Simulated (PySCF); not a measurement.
Cl2, SMILES ClCl (connectivity only; charge and spin as stated), charge +1, multiplicity 2. The structure is a stationary point at PBE0-D3(BJ)/def2-TZVPD.

These are PBE0-D3(BJ)/def2-TZVPD run with PySCF values and carry that method's errors.

Harmonic wavenumbers (cm⁻¹): 675. Rotational constants (GHz): 8.037 (linear); symmetry number 2.

Q: Work out the zero-point energy and the ideal-gas rigid-rotor harmonic-oscillator thermochemistry at 298.15 K and 1 atm.

A: ZPE = ½ Σ hcν = ½ × 675 cm⁻¹ = 0.96 kcal/mol. H − E(el) = 3.12 kcal/mol. Entropy in cal/(mol K): translation 38.69, rotation 13.83, vibration 0.34, spin 1.38, total 54.23. G − E(el) = -13.05 kcal/mol. Cp = 7.83 cal/(mol K).
